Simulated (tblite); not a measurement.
# CN2O2: the cost of one run

Programs: tblite 0.8.0 and PySCF 2.14.0. All values are calculated, for the isolated system unless a continuum is named. Atoms count from 0, parts from 1.

## 1. The system as given

5 atoms, charge 0, multiplicity 1; geometry: rigid parts in contact. Parts: 1 = atoms 0–2, `O=C=O`, charge 0; 2 = atoms 3–4, `N#N`, charge 0.

## 2. Docking the parts with GFN2-xTB

What the job is given:

```
{"job": {"kind": "dock", "xc": "GFN2-xTB", "basis": "xTB"}, "charge": 0, "multiplicity": 1, "parts": [{"atoms": "0-2", "charge": 0, "multiplicity": 1}, {"atoms": "3-4", "charge": 0, "multiplicity": 1}]}
O     -1.128946    -0.182701    -0.004017
C      0.000011     0.000004    -0.000001
O      1.128935     0.182697     0.004018
N      2.138029     0.041767     2.971926
N      1.070128     0.186065     2.760131
```

With the program's defaults for keys left out, this is: GFN2-xTB search for minima from random contacts, gas phase.

Run with:

```bash
$ OMP_NUM_THREADS=1 python cluster_run.py task.json out
```

The driver reads the jobs from task.json and runs them one after another.

Q: Estimate the wall time of this first job on 1 thread of Arm Neoverse N1, shared host.

About 4.3 s.
